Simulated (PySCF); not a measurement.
These are PySCF 2.14.0 with PBE-D3(BJ)/def2-TZVP values and carry that method's errors. Gas-phase values, no solvent. Excitations are Tamm–Dancoff values on a coarser integration grid. The basis has no diffuse functions, so Rydberg states are missing or too high.

Reference species (SMILES): `[SiH3]B([SiH3])[SiH3]` (neutral, multiplicity 1).

```yaml
S1 excitation (TDA): 3.09 eV
T1 excitation (TDA): 2.39 eV
S1 oscillator strength: 0.001
```

Changed species: `ClB(Cl)Cl` (0 of 3 Cl replaced by SiH3; the reference has 3 of 3 Cl replaced by SiH3).

### Question
Predict the effect on the S1 excitation (TDA), T1 excitation (TDA) and S1 oscillator strength.

### Answer
the S1 excitation (TDA) goes up by 2.00 eV, to 5.09 eV; the T1 excitation (TDA) goes up by 2.51 eV, to 4.90 eV; the S1 oscillator strength hardly moves.
